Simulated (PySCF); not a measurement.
# How the method moves the HOMO and LUMO of propanamide

Species: propanamide, C3H7NO.
Z-matrix (Å and degrees, PBE0-D3(BJ)/def2-SVP geometry), rows numbered from 1:
```
C 
C   1  1.5152
C   2  1.5208  1  112.45
N   3  1.3608  2  114.82  1  -171.41
O   3  1.2132  2  122.80  1     9.24
H   1  1.0995  2  111.00  3    62.15
H   1  1.0987  2  110.50  3   -56.31
H   1  1.0996  2  111.08  3  -177.13
H   2  1.1039  1  111.33  3  -122.45
H   2  1.1047  1  110.79  3   120.22
H   4  1.0088  3  122.46  2     0.82
H   4  1.0111  3  118.35  2  -178.45
```

Basis pcSseg-2 throughout (PySCF), one geometry. The structure is a single PBE0-D3(BJ)/def2-SVP conformer in the gas phase; no vibrational or solvent corrections.

**Question.** How do the orbital energies, the gap and the dipole change with the method?

**Answer.** 
```
   method                    kind  HOMO (eV)  LUMO (eV)  gap (eV)  μ (D)  SCF cycles
     OPBE                     GGA      -5.64      -0.34      5.30   3.60          16
     BLYP                     GGA      -5.65      -0.46      5.19   3.66          16
      PBE                     GGA      -5.73      -0.45      5.29   3.65          15
    B97-D                     GGA      -5.74      -0.35      5.40   3.66          15
     BP86                     GGA      -5.84      -0.51      5.33   3.66          16
      KT3                     GGA      -5.90      -0.63      5.28   3.58          15
      LDA                     LDA      -5.92      -0.68      5.24   3.74          15
      KT2                     GGA      -5.93      -0.40      5.53   3.60          16
    B97-2           global hybrid      -7.06       0.33      7.39   3.76          14
    B3LYP           global hybrid      -7.12      -0.03      7.08   3.77          15
     PBE0           global hybrid      -7.36       0.30      7.66   3.77          13
 mPW1PW91           global hybrid      -7.39       0.27      7.66   3.78          13
CAM-B3LYP  range-separated hybrid      -8.85       0.93      9.78   3.84          13
BHandHLYP           global hybrid      -8.96       0.76      9.73   3.90          13
  wB97X-D  range-separated hybrid      -9.27       2.01     11.28   3.82          15
  LC-wPBE  range-separated hybrid     -10.15       2.09     12.24   3.85          15
       HF            Hartree–Fock     -11.28       2.35     13.64   4.07          11
```

The HOMO spans 5.64 eV, from OPBE down to HF, and the gap runs from 5.19 eV (BLYP) to 13.64 eV (HF). Over the methods OPBE (0 %), BLYP (0 %), PBE (0 %), B97-D (0 %), BP86 (0 %), KT3 (0 %), LDA (0 %), KT2 (0 %), B97-2 (21 %), B3LYP (20 %), PBE0 (25 %), mPW1PW91 (25 %), BHandHLYP (50 %), HF (100 %), a straight line through the gap against the share of exact exchange rises by 0.84 eV for each 10 % (correlation coefficient 0.998). The dipole ranges from 3.58 D (KT3) to 4.07 D (HF). This basis has no diffuse functions.

The vertical ΔSCF ionisation energy at CAM-B3LYP/def2-SVPD is 9.82 eV; −ε(HOMO) comes closest to it with LC-wPBE (10.15 eV).
